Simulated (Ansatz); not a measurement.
Reaction (formal exchange of groups at a C–C bond): `C=CC(=C)O` + `C=N` → `C=C(O)C=N` + `C=C`

Program: Ansatz. Geometries: PBE0-D4/def2-TZVP. ΔE: electronic, gas phase. CCSD(T)/CBS is the MP2 limit (def2-TZVPP, def2-QZVPP) plus CCSD(T) − MP2 in def2-TZVPP, frozen cores. This one scheme is used for every species. Functionals use def2-TZVPP. B3LYP here is the variant with VWN-RPA as its local correlation; programs differ in this. Each species was taken in one conformer, which may not be the lowest.

| level | ΔE (kJ/mol) |
| --- | --- |
| PBE0-D4 | -30.2 |
| B3LYP-D4 | -28.5 |
| ωB97X-V | -27.7 |
| ωB97M-V | -27.9 |
| B2PLYP | -28.4 |
| HF/def2-TZVPP | -21.5 |
| SCS-MP2/def2-QZVPP | -25.5 |
| MP2/CBS(def2) | -27.7 |

(1) What does CCSD(T)/CBS give? (Estimate.)

Largest T1 diagnostic among the species: 0.013.

Results:

(1) Ansatz gave: -26.6 kJ/mol. The listed levels differ from it by -3.6, -1.9, -1.1, -1.3, -1.8, 5.1, 1.1, -1.1 kJ/mol.

In def2-TZVPP, CCSD(T) changes the Hartree–Fock value by −4.6 kJ/mol (the triples alone add −1.6 kJ/mol) and MP2 by −5.7 kJ/mol.
